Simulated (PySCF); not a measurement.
Isomers of C3H4O3. Method used: PySCF, TDDFT PBE0/def2-SVPD, vertical, gas phase, core orbitals frozen in the response. Geometries: PBE0-D3(BJ)/def2-SVP; one conformer of each isolated species. Triplets are in the Tamm–Dancoff approximation.

A. `CC(=O)OC=O`
B. `O=CO[C@H]1CO1`
C. `O=C(O)[C@@H]1CO1`

Lowest singlet levels (six at most, fewer where fewer were computed) with oscillator strengths:

1. 221 nm (f 0.000); 186 nm (f 0.009); 166 nm (f 0.081); 157 nm (f 0.184); 152 nm (f 0.020); 149 nm (f 0.038); T1 5.08 eV
2. 245 nm (f 0.002); 218 nm (f 0.000); 180 nm (f 0.000); 170 nm (f 0.041); 162 nm (f 0.056); 158 nm (f 0.070); T1 4.54 eV
3. 212 nm (f 0.002); 176 nm (f 0.039); 161 nm (f 0.093); 150 nm (f 0.017); 148 nm (f 0.008); 147 nm (f 0.006); T1 5.25 eV

Question: Match each spectrum to its molecule.

Answer: 1 = C, 2 = A, 3 = B.
- A: S1 at 5.06 eV, HOMO→LUMO (94%); Löwdin shares by element: HOMO oxygen 75%, carbon 7% or more (atoms not listed hold the other 18%); LUMO carbon 43% or more, oxygen 37% or more (atoms not listed hold the other 21%); HOMO -8.37 and LUMO -1.27 eV.
- B: S1 at 5.85 eV, HOMO-1→LUMO (51%), HOMO→LUMO (41%); Löwdin shares by element: HOMO oxygen 75%, carbon 6% or more (atoms not listed hold the other 19%); LUMO oxygen 45% or more, carbon 42% or more, hydrogen 8% or more; HOMO -8.59 and LUMO -0.48 eV.
- C: S1 at 5.61 eV, HOMO→LUMO (86%), HOMO-1→LUMO (12%); Löwdin shares by element: HOMO oxygen 78%, carbon 7% or more (atoms not listed hold the other 15%); LUMO carbon 43% or more, oxygen 38% or more (atoms not listed hold the other 19%); HOMO -8.30 and LUMO -0.58 eV.
